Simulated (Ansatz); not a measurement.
**CH₅AlSi (SMILES C=[SiH][AlH2]): a short trajectory**

Aim: follow the atoms for 80 steps of 0.75 fs with a Langevin thermostat, with velocities drawn for 300 K.

The runs use Ansatz 0.2.0, Gaussian basis; B3LYP-D4/def2-SVP.

### 1 The system as given

SMILES `C=[SiH][AlH2]`, 8 atoms, charge 0, spin multiplicity 1.

Atoms are counted from 1 here; the program's logs count them from 0.

Bond lengths: C1–Si2 1.768 Å, C1–H4 1.077 Å, C1–H5 1.078 Å, Si2–Al3 2.406 Å, Si2–H6 1.495 Å, Al3–H7 1.575 Å, Al3–H8 1.563 Å. Angles: Si2–C1–H4 123.5°, Si2–C1–H5 122.1°, H4–C1–H5 114.4°, C1–Si2–Al3 132.0°, C1–Si2–H6 112.8°, Al3–Si2–H6 115.2°, Si2–Al3–H7 123.7°, Si2–Al3–H8 128.3°, H7–Al3–H8 108.0°.

Geometry (Å):

```xyz
8
charge 0, multiplicity 1
C    -1.35756    0.93395   -0.97742
Si    0.00845    0.65573    0.11054
Al    1.16982   -1.34987    0.75530
H    -1.77636    1.90772   -1.16914
H    -1.84258    0.12949   -1.50593
H     0.51950    1.91468    0.73373
H     2.38229   -1.37380    1.76041
H     0.89644   -2.81791    0.29251
```

### 2 The run

md/in.yaml

```yaml
crystal:
  periodic: [false, false, false]
  atoms:
    - {symbol: C, position_ang: [-1.357560, 0.933950, -0.977420]}
    - {symbol: Si, position_ang: [0.008450, 0.655730, 0.110540]}
    - {symbol: Al, position_ang: [1.169820, -1.349870, 0.755300]}
    - {symbol: H, position_ang: [-1.776360, 1.907720, -1.169140]}
    - {symbol: H, position_ang: [-1.842580, 0.129490, -1.505930]}
    - {symbol: H, position_ang: [0.519500, 1.914680, 0.733730]}
    - {symbol: H, position_ang: [2.382290, -1.373800, 1.760410]}
    - {symbol: H, position_ang: [0.896440, -2.817910, 0.292510]}
basis:
  gaussian: {orbitals: def2-SVP}
hamiltonian: {xc: {name: B3LYP}, dispersion: d4}
md: {n_steps: 80, timestep: 0.75, temperature: 300, ensemble: nvt_langevin, seed: 312, friction: 0.05, initial_velocities: maxwell_boltzmann}
```

Started as:

```console
ansatz run in.yaml --threads 2 --pin off --events-out ev --progress --plain --max-ram 3481MiB
```

What does the calculation give? Wanted: temperature at the start; mean temperature, second half; lowest and highest potential energy, from the first frame; largest change of potential + kinetic.

**Answer**, as computed:

```
                                                 quantity              value
                                                   length  80 steps, 60.0 fs
                                 temperature at the start              262 K
                            mean temperature, second half              286 K
lowest and highest potential energy, from the first frame    -66 and 155 meV
                    largest change of potential + kinetic          158.7 meV
```

In words: The thermostat trades energy with the molecule, so the sum of potential and kinetic energy isn't conserved: it changes by +159 meV over the run. The instant temperature ranges from 165 to 404 K, as energy passes between motion and strain. The molecule keeps its bonds. Under Langevin the temperature counts 3N degrees of freedom, more than the drawn velocities fill, so it starts at 262 K, not 300 K.
